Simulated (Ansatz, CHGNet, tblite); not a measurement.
**Trigonal Te, lattice constant a**

Reference value: 4.456 Å (measured, 293 K, no zero-point or thermal correction; as tabulated in Wikipedia's data pages).

```tsv
level (code)	value (Å)
GFN1-xTB (tblite)	4.053
CHGNet 0.3.0	4.506
LDA (Ansatz)	4.277
PBE (Ansatz)	4.518
PBEsol-D3(BJ) (Ansatz)	[?]
r²SCAN+rVV10 (Ansatz)	[?]
HSE06 (Ansatz)	4.661
```

Q: What belongs in the gaps?

A: 
- PBEsol-D3(BJ) (Ansatz, a quantum-chemistry and plane-wave program), value (Å): 4.192
- r²SCAN+rVV10 (Ansatz), value (Å): 4.470

Differences against the reference: GFN1-xTB -9.04 %, CHGNet 0.3.0 +1.12 %, LDA -4.02 %, PBE +1.39 %, PBEsol-D3(BJ) -5.92 %, r²SCAN+rVV10 +0.31 %, HSE06 +4.60 %.

The reference is not for a static lattice or low temperature, so close values are not ranked against it. Off by more than 1.25 %, or 1.75 % on the side where a correction would as a rule narrow the miss (bounds picked here): GFN1-xTB (-9.04 %), PBEsol-D3(BJ) (-5.92 %), HSE06 (+4.60 %), LDA (-4.02 %), PBE (+1.39 %).

The reference isn't brought to a static lattice, while the calculations are for one, so the differences are not the levels' errors alone.  GFN1-xTB: the method was fitted mainly to molecules. GFN1-xTB: the run uses a supercell at the zone centre in place of a k mesh. LDA: LDA has no dispersion term either, though it tends to give short spacings of layers, chains or molecules. PBE, HSE06: the cell comes from a level without a dispersion term, which matters for the spacing of layers, chains or molecules. Cutoffs and k meshes differ between the levels. Ansatz's density-functional and Hartree–Fock values are scalar-relativistic unless marked +SOC, with PAW data made under PBE.

Machine-learned potentials (CHGNet 0.3.0) are trained on DFT data: a solid inside that data is no test of them.

Differences are worked out from the printed values.
